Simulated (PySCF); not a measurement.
Molecule: SMILES CCSSC, C3H8S2.

Mapped SMILES: `[CH3:1][CH2:2][S:3][S:4][CH3:5]` (H(Xn): hydrogen on atom n).

Geometry PBE0-D3(BJ)/def2-SVP throughout; GIAO in PySCF 2.14.0 with density-fitted response routines, gas phase, one conformer, non-relativistic; equivalent atoms averaged; basis pcSseg-1.

Q: How do the absolute shieldings σ depend on the functional? (ppm; last column core-seconds on shared hosts with different chips, so compare them loosely)

A: 
| functional | kind | C2 | C5 | C1 | S3 | S4 | H(C5) | H(C2) | H(C1) | core-s |
| --- | --- | --- | --- | --- | --- | --- | --- | --- | --- | --- |
| HF | Hartree–Fock | 162.7 | 168.7 | 175.9 | 484.4 | 581.1 | 29.64 | 29.64 | 30.31 | 3.9 |
| LDA | LDA | 145.8 | 155.8 | 166.8 | 322.4 | 454.6 | 28.75 | 28.43 | 29.54 | 9.6 |
| PBE | GGA | 145.3 | 154.9 | 164.7 | 348.9 | 464.4 | 29.13 | 28.85 | 29.89 | 12 |
| BLYP | GGA | 139.1 | 149.1 | 159.2 | 316.8 | 433.1 | 29.27 | 29.00 | 30.03 | 12 |
| BP86 | GGA | 144.7 | 154.1 | 164.0 | 345.0 | 460.6 | 29.18 | 28.91 | 29.94 | 12 |
| OPBE | GGA | 152.2 | 161.2 | 170.0 | 395.9 | 495.9 | 29.17 | 28.89 | 29.93 | 13 |
| KT2 | GGA | 149.1 | 158.5 | 167.4 | 380.3 | 493.3 | 29.11 | 28.81 | 29.87 | 12 |
| KT3 | GGA | 148.2 | 157.7 | 166.2 | 383.8 | 485.5 | 29.26 | 28.98 | 30.01 | 12 |
| B97-D | GGA | 143.9 | 153.2 | 162.9 | 348.5 | 457.5 | 29.28 | 29.03 | 30.05 | 12 |
| B3LYP | global hybrid | 144.8 | 153.9 | 163.5 | 353.3 | 466.1 | 29.31 | 29.11 | 30.05 | 7.5 |
| PBE0 | global hybrid | 151.7 | 160.1 | 169.5 | 392.8 | 505.0 | 29.21 | 29.01 | 29.95 | 16 |
| mPW1PW91 | global hybrid | 150.7 | 159.0 | 168.2 | 388.8 | 497.9 | 29.26 | 29.07 | 30.00 | 7.6 |
| WP04 | global hybrid | 135.7 | 145.3 | 155.1 | 318.0 | 411.9 | 29.53 | 29.36 | 30.25 | 9.8 |
| B97-2 | global hybrid | 150.5 | 158.9 | 168.1 | 391.4 | 497.1 | 29.30 | 29.11 | 30.04 | 9.7 |
| BHandHLYP | global hybrid | 151.9 | 159.8 | 168.7 | 402.5 | 510.1 | 29.39 | 29.27 | 30.10 | 9.7 |
| CAM-B3LYP | range-separated hybrid | 150.0 | 158.3 | 167.5 | 376.8 | 489.6 | 29.30 | 29.14 | 30.01 | 14 |
| wB97X-D | range-separated hybrid | 152.4 | 160.1 | 169.1 | 394.6 | 503.8 | 29.34 | 29.20 | 30.06 | 13 |
| LC-wPBE | range-separated hybrid | 159.2 | 166.1 | 174.3 | 427.3 | 532.0 | 29.36 | 29.25 | 30.04 | 17 |

Q: Which nucleus moves most, in ppm?

A: S4 (disulfide sulfur): from 411.9 ppm with WP04 to 581.1 ppm with HF. The smallest spread is 0.77 ppm, at H(C1). Proton shifts span only some 12 ppm, so a few tenths of a ppm matter as much there as several ppm in carbon.
